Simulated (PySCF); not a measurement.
Gas-phase reaction: 4 BO + F2O ⇌ 2 BOF + B2O3

Computed with PySCF and rigid-rotor harmonic-oscillator thermochemistry at 1 bar. 'Table' is the NASA 1993 thermochemical table (part measured, part estimated). After a fit of one offset per element over all species, the range-separated, M06-2X, PBE0/def2-QZVP and CCSD(T)/def2-TZVPP enthalpies, where run, lie to one side of the table for BO (+18 kJ/mol), BOF (+19 kJ/mol): a fault of the table's entry, another state or a shared error of the levels is possible; this was not checked at source. † marks an energy on the PBE0/def2-TZVP geometry and frequencies; other levels use their own. CCSD(T) freezes the core. Open shells (unrestricted): BO (multiplicity 2); the rest are closed-shell singlets. B3LYP is the form with VWN-RPA correlation. CCSD(T) isn't extrapolated to the basis-set limit; its ΔH°(298 K) is -2041.1 kJ in def2-SVP and -2038.1 kJ in def2-TZVPP. The harmonic model lacks anharmonicity and excited electronic states, which grow with temperature; levels with a mode under 35 cm⁻¹ are left out. Soft modes under 120 cm⁻¹ make the harmonic entropy rough for B2O3. The table's entry may be an old estimate for BO, F2O, BOF, B2O3 (not checked at source).

```tsv
level	ΔH°(298 K), kJ	minus table	ΔG°(1400 K), kJ
table	-2064.5	-	-1610.7
B3LYP/def2-TZVP†	-2051.7	12.8	-1602.3
BLYP/def2-TZVP†	-1981.4	83.1	-1531.9
CCSD(T)/def2-SVP†	-2041.1	23.4	-1591.7
PBE0/def2-QZVP†	-2044.6	19.9	-1595.1
PBE0/def2-TZVP	-2044.2	20.3	-1594.8
```
